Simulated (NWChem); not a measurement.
System: SiH$_{2}$, singlet; SMILES [SiH2]

NWChem input:

```
start job
memory heap 200 mb stack 900 mb global 1100 mb
geometry units angstroms noautoz
  Si     0.000000     0.000000     0.180908
  H      1.093423     0.000000    -0.889802
  H     -1.093423     0.000000    -0.889802
end
basis spherical
  * library def2-tzvp
end
dft
  xc b3lyp
  iterations 150
  mulliken
end
task dft energy
```

Output (shortened):

```
             Northwest Computational Chemistry Package (NWChem) 7.3.0
             --------------------------------------------------------

 C2V symmetry detected

                             Geometry "geometry" -> ""
                             -------------------------

 Output coordinates in angstroms (scale by  1.889725989 to convert to a.u.)

  No.       Tag          Charge          X              Y              Z
 ---- ---------------- ---------- -------------- -------------- --------------
    1 Si                  14.0000     0.00000000     0.00000000     0.13383875
    2 H                    1.0000     1.09342300     0.00000000    -0.93687125
    3 H                    1.0000    -1.09342300     0.00000000    -0.93687125

 Effective nuclear repulsion energy (a.u.)       9.9240098205

      Symmetry information
      --------------------

 Group name             C2v
 Group number             16
 Group order               4
 No. of unique centers     2

                                 NWChem DFT Module
                                 -----------------

 Summary of "ao basis" -> "ao basis" (spherical)
 ------------------------------------------------------------------------------
       Tag                 Description            Shells   Functions and Types
 ---------------- ------------------------------  ------  ---------------------
 Si                        def2-tzvp                13       37   5s5p2d1f
 H                         def2-tzvp                 4        6   3s1p

      Symmetry analysis of basis
      --------------------------

        a1         21
        a2          4
        b1         14
        b2         10

            General Information
            -------------------
          SCF calculation type: DFT
          Wavefunction type:  closed shell.
          No. of atoms     :     3
          No. of electrons :    16
           Alpha electrons :     8
            Beta electrons :     8
          Charge           :     0
          Spin multiplicity:     1
          Use of symmetry is: on ; symmetry adaption is: on
          Maximum number of iterations: 150
          AO basis - number of functions:    49
                     number of shells:    21
          Convergence on energy requested:  1.00D-06
          Convergence on density requested:  1.00D-05
          Convergence on gradient requested:  5.00D-04

              XC Information
              --------------
                         B3LYP Method XC Potential
                     Hartree-Fock (Exact) Exchange  0.200
                        Slater Exchange Functional  0.800 local
                    Becke 1988 Exchange Functional  0.720 non-local
              Lee-Yang-Parr Correlation Functional  0.810
                  VWN I RPA Correlation Functional  0.190 local

             Grid Information
             ----------------
          Grid used for XC integration:  medium
          Radial quadrature: Mura-Knowles
          Angular quadrature: Lebedev.
          Tag              B.-S. Rad. Rad. Pts. Rad. Cut. Ang. Pts.
          ---              ---------- --------- --------- ---------
          Si                  1.10       88           8.0       590
          H                   0.35       45           8.0       434
          Grid pruning is: on
          Number of quadrature shells:   133
          Spatial weights used:  Erf1

      Superposition of Atomic Density Guess
      -------------------------------------

 Sum of atomic energies:        -289.83502890

      Non-variational initial energy
      ------------------------------

 Total energy =    -289.785250
 1-e energy   =    -421.082013
 2-e energy   =     121.372753
 HOMO         =      -0.234584
 LUMO         =      -0.093900

      Symmetry analysis of molecular orbitals - initial
      -------------------------------------------------

  Numbering of irreducible representations:

     1 a1          2 a2          3 b1          4 b2

  Orbital symmetries:

     1 a1          2 a1          3 b1          4 a1          5 b2
     6 a1          7 b1          8 a1          9 b2         10 b1
    11 a1         12 a1         13 b1         14 b2         15 a1
    16 a1         17 a2         18 b2

     ---------------------------------------------
      Total Density - Mulliken Population Analysis
     ---------------------------------------------

    Atom       Charge   Shell Charges
 -----------   ------   -------------------------------------------------------
    1 Si  14    13.78   2.00  0.59  1.38  1.09  0.78  4.10  1.74  0.40  0.99  0.61  0.04  0.05  0.01
    2 H    1     1.11   0.23  0.57  0.30  0.01
    3 H    1     1.11   0.23  0.57  0.30  0.01

   convergence    iter        energy       DeltaE   RMS-Dens  Diis-err
 ---------------- ----- ----------------- --------- --------- ---------
 d= 0,ls=0.0,diis     1   -290.6271189958 -3.01D+02  7.92D-03  2.61D-01
 d= 0,ls=0.0,diis     2   -290.6389728401 -1.19D-02  4.80D-03  1.06D-02
 d= 0,ls=0.0,diis     3   -290.6404529686 -1.48D-03  1.49D-03  4.83D-03
 d= 0,ls=0.0,diis     4   -290.6410945219 -6.42D-04  1.30D-04  2.82D-05
 d= 0,ls=0.0,diis     5   -290.6410989896 -4.47D-06  1.13D-05  2.09D-07
 d= 0,ls=0.0,diis     6   -290.6410990307 -4.11D-08  1.70D-06  9.42D-09

         Total DFT energy =     -290.641099030728
      One electron energy =     -421.780334381188
           Coulomb energy =      142.813106129903
    Exchange-Corr. energy =      -21.597880599900
 Nuclear repulsion energy =        9.924009820456

 Numeric. integr. density =       15.999993319410

                  Occupations of the irreducible representations
                  ----------------------------------------------

                     irrep           alpha         beta
                     --------     --------     --------
                     a1                5.0          5.0
                     a2                0.0          0.0
                     b1                2.0          2.0
                     b2                1.0          1.0

                       DFT Final Molecular Orbital Analysis
                       ------------------------------------

 Vector    6  Occ=2.000000D+00  E=-5.083011D-01  Symmetry=a1
              MO Center= -2.9D-15, -3.2D-16, -3.8D-01, r^2= 1.6D+00
   Bfn.  Coefficient  Atom+Function         Bfn.  Coefficient  Atom+Function
  ----- ------------  ---------------      ----- ------------  ---------------
     4      0.585301  1 Si s                  3     -0.344072  1 Si s
     5      0.262034  1 Si s                 39      0.136769  2 H  s
    45      0.136769  3 H  s                 38      0.097361  2 H  s
    44      0.097361  3 H  s                 17     -0.089299  1 Si pz
     2      0.081065  1 Si s                  1      0.061798  1 Si s

 Vector    7  Occ=2.000000D+00  E=-3.296495D-01  Symmetry=b1
              MO Center= -1.1D-15, -4.3D-16, -5.9D-01, r^2= 2.1D+00
   Bfn.  Coefficient  Atom+Function         Bfn.  Coefficient  Atom+Function
  ----- ------------  ---------------      ----- ------------  ---------------
    15      0.312862  1 Si px                39      0.216400  2 H  s
    45     -0.216400  3 H  s                 40      0.163475  2 H  s
    46     -0.163475  3 H  s                 38      0.141586  2 H  s
    44     -0.141586  3 H  s                  6     -0.126106  1 Si px
    12      0.124250  1 Si px                18      0.115384  1 Si px

 Vector    8  Occ=2.000000D+00  E=-2.464692D-01  Symmetry=a1
              MO Center=  2.5D-15,  1.7D-18,  3.0D-01, r^2= 2.3D+00
   Bfn.  Coefficient  Atom+Function         Bfn.  Coefficient  Atom+Function
  ----- ------------  ---------------      ----- ------------  ---------------
     5      0.411360  1 Si s                  4      0.355233  1 Si s
    17      0.352971  1 Si pz                20      0.231671  1 Si pz
     3     -0.203788  1 Si s                 39     -0.148258  2 H  s
    45     -0.148258  3 H  s                 14      0.140835  1 Si pz
     8     -0.137482  1 Si pz                40     -0.130366  2 H  s

 Vector    9  Occ=0.000000D+00  E=-1.213928D-01  Symmetry=b2
              MO Center= -1.0D-15,  3.5D-16,  9.5D-02, r^2= 2.7D+00
   Bfn.  Coefficient  Atom+Function         Bfn.  Coefficient  Atom+Function
  ----- ------------  ---------------      ----- ------------  ---------------
    19      0.514183  1 Si py                16      0.466334  1 Si py
    13      0.167119  1 Si py                 7     -0.165388  1 Si py
    10     -0.078309  1 Si py

 Vector   10  Occ=0.000000D+00  E= 2.174532D-02  Symmetry=b1
              MO Center=  2.4D-15, -2.5D-16,  3.5D-01, r^2= 4.1D+00
   Bfn.  Coefficient  Atom+Function         Bfn.  Coefficient  Atom+Function
  ----- ------------  ---------------      ----- ------------  ---------------
    18      1.192827  1 Si px                40     -0.925401  2 H  s
    46      0.925401  3 H  s                 15      0.268721  1 Si px
    24     -0.124704  1 Si d  1              39     -0.110784  2 H  s
    45      0.110784  3 H  s                 12      0.109647  1 Si px
     6     -0.094595  1 Si px                29     -0.093103  1 Si d  1

 Vector   11  Occ=0.000000D+00  E= 5.717447D-02  Symmetry=a1
              MO Center=  1.3D-14, -3.1D-16,  2.9D-03, r^2= 5.3D+00
   Bfn.  Coefficient  Atom+Function         Bfn.  Coefficient  Atom+Function
  ----- ------------  ---------------      ----- ------------  ---------------
     5      1.673908  1 Si s                 40     -1.531054  2 H  s
    46     -1.531054  3 H  s                 20     -1.399870  1 Si pz
     4      0.399637  1 Si s                 17     -0.210090  1 Si pz
     3     -0.207246  1 Si s                 25     -0.083017  1 Si d  2
    14     -0.077432  1 Si pz                30     -0.070084  1 Si d  2

     ---------------------------------------------
      Total Density - Mulliken Population Analysis
     ---------------------------------------------

[...]
```

Level: B3LYP/def2-TZVP. Low-valent species are run as closed-shell singlets; no triplet was tried in these runs. The geometry was optimised at B3LYP/6-31G* (spherical d). B3LYP is NWChem's, with the RPA form of VWN correlation.
